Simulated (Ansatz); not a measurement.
The reference is MgO in the rock salt structure (space group Fm-3m, No. 225; a = 4.254 Å).

Computed with PBE (Ansatz, an electronic-structure program, PAW, without spin-orbit coupling), earlier PAW set.

It is then changed as follows: every Mg is replaced by Sr; the structure is relaxed again.

Measured lattice parameter a: MgO 4.189 Å (static lattice; corrected from measurement; as listed in Daniel Mejia-Rodriguez, S. B. Trickey, Phys. Rev. B (2018)); SrO 5.16 Å (room temperature; as listed in Juan A. Santana et al., The Journal of Chemical Physics (2016)).

Task: How well does PBE reproduce the measured shift?

Result: With PBE the lattice parameter a moves by +0.941 Å (4.254 → 5.195) against +0.971 Å measured. The two measured values stand on different bases (one corrected, one not), which blurs small differences.

Stability against distortions was not tested.
